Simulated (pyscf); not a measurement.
Thermochemistry of product channels of H₃C–CH₂–ZnH + HF on the singlet surface, in kcal/mol, from ωB97M-D3(BJ)/def2-TZVP energies (ideal gas, 1 atm, RRHO with modes under 100 cm⁻¹ raised to 100, one conformer, R ln 2 for chiral ones without a mode under 150 cm⁻¹). Optimised with ωB97X-D3(BJ)/def2-SVP in PySCF.

```json
[
 {"products": "H₃C–CH₂–Zn–F + H₂", "ΔE": "-17.2", "ΔH(298 K)": "-18.6", "ΔG(600 K)": "-16.3", "ΔG(1200 K)": "…"},
 {"products": "H₃C–CH₃ + F–ZnH", "ΔE": "…", "ΔH(298 K)": "-28.4", "ΔG(600 K)": "-26.7", "ΔG(1200 K)": "-23.9"}
]
```

**Question.** Complete the blanks.

**Answer.** 
- H₃C–CH₂–Zn–F + H₂, ΔG(1200 K): -14.7
- H₃C–CH₃ + F–ZnH, ΔE: -29.7

These are energies of the channels, which say nothing of barriers. Elements up to Kr have no core potential and no relativistic terms here.
